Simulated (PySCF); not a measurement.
## Molecular orbitals of MgP⁻

BHandHLYP at R = 2.427 Å; PySCF, spin-free X2C with a Gaussian nucleus, basis sets Mg aug-cc-pVDZ-DK, P aug-cc-pVDZ-DK. State: ³Π (triplet), unpaired electrons σ ↑, π ↑. Only the outer orbitals are listed, counted within each symmetry.

```json
{"spin": "α", "orbital": "2π", "occ.": "1", "ε (eV)": "-50.40", "on Mg (%)": "100", "main shells (%)": "100 Mg p"}
{"spin": "α", "orbital": "6σ", "occ.": "1", "ε (eV)": "-50.38", "on Mg (%)": "100", "main shells (%)": "100 Mg p"}
{"spin": "α", "orbital": "2π", "occ.": "1", "ε (eV)": "-50.36", "on Mg (%)": "100", "main shells (%)": "100 Mg p"}
{"spin": "α", "orbital": "7σ", "occ.": "1", "ε (eV)": "-11.86", "on Mg (%)": "2", "main shells (%)": "97 P s"}
{"spin": "α", "orbital": "8σ", "occ.": "1", "ε (eV)": "-3.24", "on Mg (%)": "39", "main shells (%)": "58 P p, 36 Mg s"}
{"spin": "α", "orbital": "3π", "occ.": "1", "ε (eV)": "-2.20", "on Mg (%)": "5", "main shells (%)": "95 P p"}
{"spin": "α", "orbital": "3π", "occ.": "1", "ε (eV)": "-1.20", "on Mg (%)": "8", "main shells (%)": "92 P p"}
{"spin": "α", "orbital": "9σ", "occ.": "1", "ε (eV)": "-0.83", "on Mg (%)": "80", "main shells (%)": "47 Mg s, 32 Mg p, 18 P p"}
{"spin": "α", "orbital": "4π", "occ.": "0", "ε (eV)": "2.48", "on Mg (%)": "108", "main shells (%)": "108 Mg p"}
{"spin": "α", "orbital": "10σ", "occ.": "0", "ε (eV)": "2.50", "on Mg (%)": "93", "main shells (%)": "91 Mg p, 14 P s"}
{"spin": "α", "orbital": "4π", "occ.": "0", "ε (eV)": "2.51", "on Mg (%)": "107", "main shells (%)": "107 Mg p"}
{"spin": "β", "orbital": "2π", "occ.": "1", "ε (eV)": "-50.37", "on Mg (%)": "100", "main shells (%)": "100 Mg p"}
{"spin": "β", "orbital": "2π", "occ.": "1", "ε (eV)": "-50.36", "on Mg (%)": "100", "main shells (%)": "100 Mg p"}
{"spin": "β", "orbital": "6σ", "occ.": "1", "ε (eV)": "-50.27", "on Mg (%)": "100", "main shells (%)": "100 Mg p"}
{"spin": "β", "orbital": "7σ", "occ.": "1", "ε (eV)": "-9.78", "on Mg (%)": "6", "main shells (%)": "94 P s"}
{"spin": "β", "orbital": "8σ", "occ.": "1", "ε (eV)": "-1.87", "on Mg (%)": "63", "main shells (%)": "61 Mg s, 35 P p"}
{"spin": "β", "orbital": "3π", "occ.": "1", "ε (eV)": "-0.67", "on Mg (%)": "12", "main shells (%)": "87 P p, 11 Mg p"}
{"spin": "β", "orbital": "9σ", "occ.": "0", "ε (eV)": "2.22", "on Mg (%)": "104", "main shells (%)": "78 Mg s, 25 Mg p, 9 P p"}
{"spin": "β", "orbital": "3π", "occ.": "0", "ε (eV)": "2.36", "on Mg (%)": "100", "main shells (%)": "100 Mg p"}
{"spin": "β", "orbital": "4π", "occ.": "0", "ε (eV)": "2.51", "on Mg (%)": "106", "main shells (%)": "106 Mg p"}
```

Which are the highest filled and the lowest empty level, where do they sit, and how wide is the gap?

Highest filled β 3π at -0.67 eV (in %: 87 P p, 11 Mg p); lowest empty β 9σ at 2.22 eV (in %: 78 Mg s, 25 Mg p, 9 P p); the gap at BHandHLYP is 2.89 eV. An empty level above zero is unbound, and its energy depends on the basis.

The bond order (Mayer) is 1.19. The ⟨S²⟩ is 2.026, the charge on Mg (Mulliken, basis-dependent) is -0.16 and the charge on Mg (Löwdin, basis-dependent) is -0.21. The dipole moment (positive dipole points towards P; it is taken about the centre of mass and depends on that origin) is -0.80 D.

Shares are Mulliken populations and can fall outside 0 to 100 %.

The state is the lowest determinant that a PBE0 search found; another state may lie lower at other levels.
